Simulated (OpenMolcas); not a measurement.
# [BCl2]+ (SMILES Cl[B+]Cl): levels of theory compared

We compute a comparison of 6 runs (HF/STO-3G, UHF/STO-3G, PBE/STO-3G, PBE0/STO-3G, SVWN5/STO-3G, ACPF/STO-3G) of [BCl2]+. 

The calculation is run with OpenMolcas 26.06.

1 further run of the same task is left out (for a known fault of the program).

## Step 1: The structure to begin with

[BCl2]+: 3 atoms, total charge +1, spin state singlet. SMILES: `Cl[B+]Cl`. The shape is that of a GFN2-xTB optimisation.

Bond lengths: Cl1–B2 1.572 Å, B2–Cl3 1.572 Å. Angles: Cl1–B2–Cl3 179.8°.

## Step 2: The energy at HF/STO-3G (run 1)

Contents of job.input:

```
* BCl2 Hartree-Fock

&GATEWAY
 BasLib
 $CurrDir
 BasisSet
 Cl.STO-3G....
 Cl1 -1.238380 0.766480 -0.591300 angstrom
 Cl3 1.237640 -0.767840 0.590740 angstrom
 End of Basis
 BasisSet
 B.STO-3G....
 B2 0.000740 0.001360 0.000550 angstrom
 End of Basis

&SEWARD

&SCF
 Charge
 1
 Thresholds
 1e-10 1e-07 1e-07 1e-05
 PrOrbitals
 1 1
```

The basis set STO-3G is read from a file made from the Basis Set Exchange's data (not shown).

Command:

```bash
$ export MOLCAS_MEM=1860
$ pymolcas job.input > job.log
```

Log:

```text
--- Start Module: gateway ---
[...]
--- Stop Module: gateway /rc=_RC_ALL_IS_WELL_ ---
--- Start Module: seward ---
[...]
      Basis functions           23
--- Stop Module: seward /rc=_RC_ALL_IS_WELL_ ---
--- Start Module: scf ---
[...]
       Convergence after  13 Iterations
[...]
::    Total SCF energy                               -933.2696539488
[...]
      Total spin, S                                     0.0000000000
[...]
      Total electronic charge=   38.000000
      Total            charge=    1.000000
[...]
      Dipole Moment (debye):
      Origin of the operator (angstrom)=   -0.0002   -0.0004   -0.0002
                   X=  5.2924E-03               Y=  7.2861E-03               Z=  3.6889E-03           Total=  9.7316E-03
      Center of Charge (angstrom)
[...]
--- Stop Module: scf /rc=_RC_ALL_IS_WELL_ ---
[...]
```

Wall time 1.6 s (1 thread of Intel Xeon Platinum 8488C (Sapphire Rapids), shared host); peak memory 0.37 GiB.

## Step 3: The energy at UHF/STO-3G (run 2)

Contents of step1.input:

```
* BCl2 Hartree-Fock
>>> EXPORT MOLCAS_PRINT=2
&GATEWAY
BASLIB=$CurrDir
BASISSET
Cl.STO-3G....
Cl1 -1.238380 0.766480 -0.591300 angstrom
Cl3 1.237640 -0.767840 0.590740 angstrom
End of Basis
BASISSET
B.STO-3G....
B2 0.000740 0.001360 0.000550 angstrom
End of Basis
&SEWARD
&SCF
UHF
CHARGE=1
SCRAMBLE=0.25
PRORBITALS=1 1
```

The basis set STO-3G is read from a file made from the Basis Set Exchange's data (not shown).

Command:

```bash
$ export MOLCAS_MEM=1860
$ pymolcas step1.input > step1.log
```

Log:

```text
--- Start Module: gateway ---
[...]
--- Stop Module: gateway /rc=_RC_ALL_IS_WELL_ ---
--- Start Module: seward ---
[...]
      Basis functions           23
--- Stop Module: seward /rc=_RC_ALL_IS_WELL_ ---
--- Start Module: scf ---
[...]
       Convergence after  14 Iterations
[...]
::    Total SCF energy                               -933.2696539488
[...]
      Total spin, S                                     0.0000000000
[...]
      Total electronic charge=   38.000000
      Total            charge=    1.000000
[...]
      Dipole Moment (debye):
      Origin of the operator (angstrom)=   -0.0002   -0.0004   -0.0002
                   X=  5.2934E-03               Y=  7.2842E-03               Z=  3.6898E-03           Total=  9.7311E-03
      Center of Charge (angstrom)
[...]
--- Stop Module: scf /rc=_RC_ALL_IS_WELL_ ---
[...]
```

Run time: 1.7 s. Hardware: 1 thread of Intel Xeon Platinum 8488C (Sapphire Rapids), shared host; peak memory 0.37 GiB.

Runs 3 to 5 aren't shown in full; the table further down has their settings and results.

## Step 4: The energy at ACPF/STO-3G (run 6)

Contents of job.input:

```
&GATEWAY
 BASLIB=$CurrDir
 BASISSET
 Cl.STO-3G....
 Cl1 -1.238380 0.766480 -0.591300 angstrom
 Cl3 1.237640 -0.767840 0.590740 angstrom
 End of Basis
 BASISSET
 B.STO-3G....
 B2 0.000740 0.001360 0.000550 angstrom
 End of Basis

&SEWARD

&SCF
 CHARGE=1
 THRESHOLDS=1e-10 1e-07 1e-07 1e-05
 PRORBITALS=1 1

&MOTRA
 FROZEN=11

&GUGA
 ELECTRONS=16
 SPIN=1
 INACTIVE=8
 ACTIVE=0
 CIALL=1

&CPF
 ACPF
```

The basis set STO-3G is read from a file made from the Basis Set Exchange's data (not shown).

Command:

```bash
$ export MOLCAS_MEM=1860
$ pymolcas job.input > job.log
```

Log:

```text
--- Start Module: gateway ---
[...]
--- Stop Module: gateway /rc=_RC_ALL_IS_WELL_ ---
[...]
      Basis functions           23
[...]
       Convergence after  13 Iterations
[...]
::    Total SCF energy                               -933.2696539488
[...]
      Total spin, S                                     0.0000000000
[...]
      *** WARNING: Default frozen orbitals is overwritten by user input.
      *** Default values:  11
[...]
--- Start Module: guga ---
[...]
--- Stop Module: guga /rc=_RC_ALL_IS_WELL_ ---
--- Start Module: cpf ---
[...]
      Active orbitals                            0       0
[...]
      Spin quantum number                      0.0
[...]
     FINAL ACPF ENERGY        -933.35523720
     FINAL CORRELATION ENERGY   -0.08558325  REFERENCE ENERGY    -933.26965395
[...]
      Title:  ACPF natural orbitals
[...]
      Total electronic charge=   38.000000
      Total            charge=    1.000000
[...]
      Dipole Moment (debye):
      Origin of the operator (angstrom)=   -0.0002   -0.0004   -0.0002
                   X=  3.7890E-03               Y=  4.5447E-03               Z=  2.5671E-03           Total=  6.4499E-03
      Quadrupole Moment (debye*angstrom):
[...]
--- Stop Module: cpf /rc=_RC_ALL_IS_WELL_ ---
[...]
```

It took 1.7 s on 1 thread of Intel Xeon Platinum 8488C (Sapphire Rapids), shared host; peak memory 0.37 GiB.

## Step 5: Overview of the runs

```
run         level  SCF convergence threshold  scramble  energy (Eh)  HOMO energy (eV)  LUMO energy (eV)  HOMO–LUMO gap (eV)  wall time
  1     HF/STO-3G                      1e-10         –  -933.269654            -20.46             -3.37               17.09      1.6 s
  2    UHF/STO-3G                          –      0.25  -933.269654            -20.46             -3.37               17.09      1.7 s
  3    PBE/STO-3G                      1e-10         –  -934.197879            -16.06             -8.90                7.16      3.3 s
  4   PBE0/STO-3G                      1e-10         –  -934.337004            -17.44             -7.89                9.56      3.3 s
  5  SVWN5/STO-3G                      1e-10         –  -931.320381            -16.08             -9.03                7.04      2.7 s
  6   ACPF/STO-3G                      1e-10         –  -933.355237            -20.46             -3.37               17.09      1.7 s
```

## Step 6: What came out

| quantity | value |
| --- | --- |
| run 6: total energy | -933.35524 Eh |
| run 6: HOMO energy (Hartree–Fock orbitals) | -20.46 eV |
| run 6: LUMO energy (Hartree–Fock orbitals) | -3.37 eV |
| run 6: HOMO–LUMO gap (Hartree–Fock orbitals) | 17.09 eV |
| run 6: correlation energy (11 core orbitals frozen) | -85.6 mEh |

Over runs 1, 2, 3, 4, 5 the HOMO–LUMO gap runs from 7.04 eV (SVWN5/STO-3G) to 17.09 eV (HF/STO-3G). Exact exchange widens orbital gaps. Totals of different functionals can't be ranked against each other. In runs 1, 2, 3, 4, 5, 6 the basis is minimal, so the values are rough. All runs together took 14 s, the longest 3.3 s.
